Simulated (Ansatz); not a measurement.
hcp Tc

Computed with r²SCAN (Ansatz, a program for electronic structure, PAW).

Run with plane-wave cutoff 600 eV, 30×30×14 k mesh (along the axes of the cell as run), Fermi–Dirac smearing 0.056 eV (set by the program), no spin polarisation, scalar-relativistic PAW data made under PBE.

Cell: measured lattice: a = 2.7412 Å, b = 2.7412 Å, c = 4.3990 Å, α = 90.00°, β = 90.00°, γ = 120.00°.

```
Property                                   Result
----------------------------------------  -------
elastic constant C11                      498 GPa
elastic constant C12                      235 GPa
elastic constant C13                      193 GPa
elastic constant C33                      545 GPa
elastic constant C44                      137 GPa
elastic constant C66                      131 GPa
Voigt–Reuss–Hill bulk modulus             309 GPa
polycrystal shear modulus (Hill average)  142 GPa
Young modulus                             369 GPa
Poisson ratio                               0.301
```

Note: the cell isn't this level's own, so it is under some stress, which shifts stiffness and frequencies.

Elastic constants are with the ions relaxed.

The computed numbers hold no vibrational or temperature effects.
